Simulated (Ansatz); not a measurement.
**CH2N− (SMILES C=[N-]): functionals against CCSD(T) at one geometry**

An exercise on one series of results from a longer session: the logs are not shown, and one member is left open.

Method: single points in def2-TZVPPD; program: Ansatz 0.2.0, Gaussian basis.

Cores are frozen in the correlated methods.

## Starting geometry

SMILES `C=[N-]`, 4 atoms, charge -1, spin multiplicity 1.

Atoms are counted from 1 here; the program's logs count them from 0.

Bond lengths: C1–N2 1.376 Å, C1–H3 1.176 Å, C1–H4 1.341 Å. Angles: N2–C1–H3 131.9°, N2–C1–H4 117.9°, H3–C1–H4 109.7°.

Geometry (Å):

| atom | x (Å) | y (Å) | z (Å) |
| --- | --- | --- | --- |
| C1 | -0.0362 | 0.0108 | 0.0096 |
| N2 | 0.8516 | 0.5599 | 0.9064 |
| H3 | -0.8616 | 0.4949 | -0.6742 |
| H4 | 0.1077 | -1.2855 | -0.3027 |

The first run:

Contents of run/in.yaml:

```yaml
crystal:
  periodic: [false, false, false]
  atoms:
    - {symbol: C, position_ang: [-0.036200, 0.010800, 0.009600]}
    - {symbol: N, position_ang: [0.851600, 0.559900, 0.906400]}
    - {symbol: H, position_ang: [-0.861600, 0.494900, -0.674200]}
    - {symbol: H, position_ang: [0.107700, -1.285500, -0.302700]}
basis:
  gaussian: {orbitals: "def2-TZVPPD.json"}
total_charge: -1
correlation: {method: ccsd_t}
output: {forces: true}
```

The basis file named in the input lies beside it (Basis Set Exchange, JSON).

The command line of these runs was not kept.

Among the steps run: CCSD(T)/def2-TZVPPD; PBE0-D4/def2-TZVPPD; wB97M-V/def2-TZVPPD; r2SCAN-D4/def2-TZVPPD; PBE-D4/def2-TZVPPD; CAM-B3LYP-D4/def2-TZVPPD; revPBE-D4/def2-TZVPPD.

One table of the session follows, with a row left open; its other results are not shown here.

| method | RMS force component (eV/Å) | angle to CCSD(T) forces (°) |
| --- | --- | --- |
| CCSD(T) | 2.471 | reference |
| PBE0-D4 | 2.928 | 3.8 |
| wB97M-V | 2.893 | 2.5 |
| r2SCAN-D4 | 2.833 | 5.3 |
| PBE-D4 | 2.634 | 6.0 |
| CAM-B3LYP-D4 | ? | ? |
| revPBE-D4 | 2.576 | 6.4 |

Estimate the missing values for CAM-B3LYP-D4.

The run gave: RMS force component (eV/Å): 2.966; angle to CCSD(T) forces (°): 2.9. In the column «RMS force component (eV/Å)» it is the highest.

Limits of these values: The anion's highest level is positive in at least one run, so there the basis alone may hold the extra electron.
